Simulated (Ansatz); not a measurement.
# AlH− (doublet): the correlation ladder, aug-cc-pVTZ

An exercise on one series of results from a longer session: the logs are not shown, and one member is left open.

The runs use Ansatz 0.2.0, Gaussian basis; aug-cc-pVTZ, core rule «outside noble gas», up to 5 orbitals frozen.

Plan: UHF; CCSD(T) on ROHF; CCSD(T) on UHF; BCCD(T) on ROHF; CCSDT(Q) on ROHF; CCSDT(Q) on UHF; CASSCF and MRCISD+Q, 5 electrons in 5 orbitals; CASSCF and NEVPT4(SD), 5 electrons in 5 orbitals; CASSCF and NEVPT2, 5 electrons in 5 orbitals.

9 further runs of the same task are left out: 2 for a known fault of the program, 2 that didn't finish, 5 set aside as unsound or not needed.

### What is computed

The geometry is a PBE0/def2-TZVPD stationary point (not a proven minimum).

2 atoms, charge -1, spin multiplicity 2.

Atoms are counted from 1 here; the program's logs count them from 0.

Bond lengths: Al1–H2 1.706 Å.

Set-up of the first run:

Contents of in.yaml:

```yaml
crystal:
  periodic: [false, false, false]
  atoms:
    - {symbol: Al, position_ang: [0.000000, 0.000000, 0.000000]}
    - {symbol: H, position_ang: [0.000000, 0.000000, 1.706067]}
basis:
  gaussian: {orbitals: aug-cc-pVTZ}
total_charge: -1
magnetization: {spin_polarized: true, initial_magnetization: 1}
hamiltonian: {xc: hf}
output: {orbitals: {seedname: orbitals}}
```

Started as:

```
$ ansatz run in.yaml --threads 1 --pin off --events-out ev --progress --plain --max-ram 4096MiB --backend cpu
```

Among the steps run: UHF; CCSD(T) on ROHF; CCSD(T) on UHF; BCCD(T) on ROHF; CCSDT(Q) on ROHF; CCSDT(Q) on UHF; CASSCF and MRCISD+Q, 5 electrons in 5 orbitals; CASSCF and NEVPT4(SD), 5 electrons in 5 orbitals; CASSCF and NEVPT2, 5 electrons in 5 orbitals.

One table of the session follows, with a row left open; its other results are not shown here.

It belongs to the step «Misses and costs». 

```
            method  from UCCSDT(Q) (kJ/mol)
              ROHF                   +264.5
               UHF                   +256.7
              RMP2                    +65.2
              UMP2                    +66.5
             RCCSD                    +11.7
             UCCSD                    +11.3
          RCCSD(T)                     +2.8
          UCCSD(T)                     +2.7
           BCCD(T)                     +2.7
            RCCSDT                     +0.4
            UCCSDT                     +0.3
         RCCSDT(Q)                      0.0
         UCCSDT(Q)                        0
    CASSCF valence                   +184.7
    NEVPT2 valence                    +66.0
NEVPT4(SD) valence                    +16.6
    MRCISD valence                        ?
  MRCISD+Q valence                     +1.6
```

Estimate the missing values for MRCISD valence.

As computed: from UCCSDT(Q) (kJ/mol): +14.3. In the column «from UCCSDT(Q) (kJ/mol)» it lies between RCCSD (+11.7) and NEVPT4(SD) valence (+16.6).

Limits of these values: Restricted and unrestricted rows rest on different reference determinants; where their highest levels disagree by more than a few hundredths of an eV, they describe different states and don't form one ladder.
